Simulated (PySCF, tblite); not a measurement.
Potential energy curve for ClF, singlet.

- GFN2-xTB, 300 K electronic temperature (tblite)
- RKS-LDA (SVWN5) = restricted LDA (SVWN5)/cc-pVDZ run with PySCF
- RMP2/6-31G* = restricted MP2 (frozen core)/6-31G*, spherical d run with PySCF 2.14.0
- UKS-TPSSh = unrestricted TPSSh/cc-pVDZ run with PySCF 2.14.0
- UCCSD = CCSD on UHF/cc-pVDZ, 6 core orbitals frozen (PySCF)

Energies are in kcal/mol, each relative to the lowest point of its own curve near equilibrium.

```json
[
 {"R / Å": "1.31", "GFN2-xTB": "55.9", "RKS-LDA (SVWN5)": "79.6", "RMP2/6-31G*": "84.0", "UKS-TPSSh": "84.7", "UCCSD": "86.4"},
 {"R / Å": "1.37", "GFN2-xTB": "35.3", "RKS-LDA (SVWN5)": "47.9", "RMP2/6-31G*": "50.8", "UKS-TPSSh": "52.0", "UCCSD": "53.1"},
 {"R / Å": "1.47", "GFN2-xTB": "13.8", "RKS-LDA (SVWN5)": "16.8", "RMP2/6-31G*": "17.8", "UKS-TPSSh": "19.1", "UCCSD": "19.7"},
 {"R / Å": "1.53", "GFN2-xTB": "6.3", "RKS-LDA (SVWN5)": "7.0", "RMP2/6-31G*": "7.5", "UKS-TPSSh": "8.5", "UCCSD": "8.8"},
 {"R / Å": "1.58", "GFN2-xTB": "2.5", "RKS-LDA (SVWN5)": "2.4", "RMP2/6-31G*": "2.6", "UKS-TPSSh": "3.2", "UCCSD": "3.4"},
 {"R / Å": "1.62", "GFN2-xTB": "0.7", "RKS-LDA (SVWN5)": "0.5", "RMP2/6-31G*": "0.6", "UKS-TPSSh": "0.9", "UCCSD": "1.0"},
 {"R / Å": "1.65", "GFN2-xTB": "0.0", "RKS-LDA (SVWN5)": "0.0", "RMP2/6-31G*": "0.0", "UKS-TPSSh": "0.0", "UCCSD": "0.0"},
 {"R / Å": "1.73", "GFN2-xTB": "0.3", "RKS-LDA (SVWN5)": "1.3", "RMP2/6-31G*": "1.3", "UKS-TPSSh": "0.5", "UCCSD": "0.2"},
 {"R / Å": "1.79", "GFN2-xTB": "2.1", "RKS-LDA (SVWN5)": "4.2", "RMP2/6-31G*": "4.3", "UKS-TPSSh": "2.9", "UCCSD": "2.9"},
 {"R / Å": "1.90", "GFN2-xTB": "7.8", "RKS-LDA (SVWN5)": "12.2", "RMP2/6-31G*": "12.3", "UKS-TPSSh": "10.1", "UCCSD": "10.3"},
 {"R / Å": "2.03", "GFN2-xTB": "16.7", "RKS-LDA (SVWN5)": "23.8", "RMP2/6-31G*": "23.8", "UKS-TPSSh": "21.1", "UCCSD": "20.3"},
 {"R / Å": "2.19", "GFN2-xTB": "28.3", "RKS-LDA (SVWN5)": "38.7", "RMP2/6-31G*": "37.8", "UKS-TPSSh": "33.8", "UCCSD": "30.3"},
 {"R / Å": "2.45", "GFN2-xTB": "44.9", "RKS-LDA (SVWN5)": "—", "RMP2/6-31G*": "55.9", "UKS-TPSSh": "45.9", "UCCSD": "37.4"},
 {"R / Å": "2.66", "GFN2-xTB": "54.5", "RKS-LDA (SVWN5)": "—", "RMP2/6-31G*": "64.7", "UKS-TPSSh": "50.3", "UCCSD": "38.9"},
 {"R / Å": "2.90", "GFN2-xTB": "61.1", "RKS-LDA (SVWN5)": "—", "RMP2/6-31G*": "68.2", "UKS-TPSSh": "52.7", "UCCSD": "—"},
 {"R / Å": "3.25", "GFN2-xTB": "—", "RKS-LDA (SVWN5)": "—", "RMP2/6-31G*": "62.3", "UKS-TPSSh": "54.1", "UCCSD": "—"},
 {"R / Å": "3.53", "GFN2-xTB": "—", "RKS-LDA (SVWN5)": "—", "RMP2/6-31G*": "50.7", "UKS-TPSSh": "54.7", "UCCSD": "—"},
 {"R / Å": "4.01", "GFN2-xTB": "—", "RKS-LDA (SVWN5)": "—", "RMP2/6-31G*": "22.8", "UKS-TPSSh": "55.1", "UCCSD": "—"},
 {"R / Å": "4.41", "GFN2-xTB": "—", "RKS-LDA (SVWN5)": "—", "RMP2/6-31G*": "-3.5", "UKS-TPSSh": "55.2", "UCCSD": "—"},
 {"R / Å": "4.84", "GFN2-xTB": "—", "RKS-LDA (SVWN5)": "—", "RMP2/6-31G*": "-32.1", "UKS-TPSSh": "55.3", "UCCSD": "—"},
 {"R / Å": "5.62", "GFN2-xTB": "—", "RKS-LDA (SVWN5)": "—", "RMP2/6-31G*": "-83.2", "UKS-TPSSh": "55.3", "UCCSD": "—"},
 {"R / Å": "6.49", "GFN2-xTB": "—", "RKS-LDA (SVWN5)": "—", "RMP2/6-31G*": "-139.8", "UKS-TPSSh": "55.3", "UCCSD": "—"}
]
```

At the longest distance, 6.49 Å, UKS-TPSSh lies highest above its minimum (55.3 kcal/mol) and RMP2/6-31G* lowest (-139.8 kcal/mol).

The RMP2/6-31G* curve passes through a maximum at 2.90 Å and then falls by 208.0 kcal/mol up to the last usable point.

Dashes: no converged value, or the column stops at the first point that the program doubted or that broke a chosen test of continuity, which isn't proof of a fault.

The restricted form behind RKS-LDA (SVWN5), RMP2/6-31G* keeps the bonding electrons paired and can't separate into open-shell fragments. The unrestricted determinant behind UKS-TPSSh is spin-contaminated at 2.03 to 6.49 Å (<S²> up to 1.0, against 0.00 for a pure singlet). The unrestricted determinant behind UCCSD is spin-contaminated at 1.79 to 6.49 Å (<S²> up to 1.0, against 0.00 for a pure singlet).
